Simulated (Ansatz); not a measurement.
Relaxation of CH$_{6}$AlCl (9 atoms, charge 0, multiplicity 1), to a largest force component of 0.03 eV/Å in at most 50 steps.

These are results of Ansatz 0.2.0, RKS PBE0-D4/def2-SVP, not measurements.

```xyz
9
Properties=species:S:1:pos:R:3
Al -0.028 0.507 -0.441
Cl 0.119 0.230 2.968
C 1.738 0.003 -1.088
H 1.827 -1.077 -1.282
H 1.956 0.515 -2.041
H 2.543 0.292 -0.394
H -1.337 -0.318 -0.793
H -0.202 1.843 0.379
H -0.026 1.270 2.140
```

Q: Where does it end, and by what steps?

A: It converged. The force dipped under the threshold on the way, but the program's further checks kept it going. After 20 steps the energy has fallen by 1.522 eV; H9 moved furthest, 1.26 Å. Parted: Al1–H8 (1.58 → 2.31 Å), Cl2–H9 (1.34 → 2.84 Å). Joined: Al1–Cl2 (3.42 → 2.13 Å), H8–H9 (1.86 → 0.77 Å).

```
step  energy less start (eV)  largest force component (eV/Å)  accepted
   0                  0.0000                           0.788       yes
   1                 -0.0592                           0.515       yes
   2                 -0.1091                           0.505       yes
   3                 -0.1519                           0.276       yes
   4                 -0.1469                           0.416        no
   5                 -0.1632                           0.080       yes
   6                 -0.1642                           0.124       yes
   7                 -0.1681                           0.113       yes
   8                 -0.1772                           0.308       yes
   9                 -0.2003                           0.389       yes
  10                 -0.4053                           1.017       yes
  11                 -0.8355                           1.571       yes
  12                 -0.8838                           4.613       yes
  13                 -1.4096                           1.348       yes
  14                 -1.4799                           0.728       yes
  15                 -1.5097                           0.241       yes
  16                 -1.5106                           0.492       yes
  17                 -1.5201                           0.099       yes
  18                 -1.5208                           0.112       yes
  19                 -1.5218                           0.030       yes
  20                 -1.5219                           0.016       yes
```

```xyz
9
Properties=species:S:1:pos:R:3
Al 0.058 -0.135 0.193
Cl 0.203 -0.629 2.257
C 1.698 0.004 -0.841
H 2.000 -0.992 -1.211
H 1.576 0.649 -1.726
H 2.537 0.391 -0.240
H -1.401 -0.136 -0.420
H -0.079 2.161 0.352
H -0.002 1.953 1.085
```

The run took 67 s on 1 thread of Arm Neoverse V1, on a shared host, peak memory 0.15 GiB.
